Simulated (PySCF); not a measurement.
# Energy profile

The step: BH₂Cl ([BH2][Cl]) + HF → BH₂F ([BH2][F]) + HCl; bonds formed: B1–F6, Cl2–H5; bonds broken: B1–Cl2, H5–F6 (atoms numbered as in the saddle structure below).

```
6
angstrom
B -0.0864 0.2905 -0.4440
Cl 0.8585 -1.3709 0.2070
H 0.7353 1.0951 -0.7437
H -0.9804 -0.0411 -1.1534
H 0.0482 -0.4871 1.1496
F -0.5752 0.5135 0.9846
```

Electronic energies by CCSD(T) at an estimated basis limit (MP2 extrapolated from triple and quadruple zeta, plus CCSD(T) − MP2 in triple zeta), on PBE0-D4/def2-TZVP structures; BH3ClF, singlet; no counterpoise correction. Program: PySCF 2.14 with density fitting (its default auxiliary sets; JK sets also for MP2 and CCSD(T)). Basis: def2-TZVPP and def2-QZVPP. Cores are frozen in the correlated methods. Extrapolation: Hartree–Fock as exp(−7.88 √X), correlation as X^−2.97.

(1) Give the profile in kJ/mol, counted from the separated reactants. (Judge from chemistry; the value comes from the calculation.)

No T1 diagnostic of these runs exceeds 0.014.

## Answers

(1) Computed:
| point | kJ/mol |
| --- | --- |
| separated: BH2Cl (linked as [BH2][Cl]; B1, Cl2, H3, H4; singlet) + HF (H5, F6; singlet) | 0.0 |
| start structure | -10.2 |
| saddle | 44.5 |
| end structure | -51.6 |
| separated: BH2F (linked as [BH2][F]; B1, H3, H4, F6; singlet) + HCl (Cl2, H5; singlet) | -43.4 |

For scale, one of the runs: CCSD(T)/def2-TZVPP, 146 basis functions, launched by `OMP_NUM_THREADS=4 python run.py`. Time: 76 s of wall clock on 4 CPU threads of an Arm Neoverse V2; the host was shared. Peak host memory: 0.95 GiB.
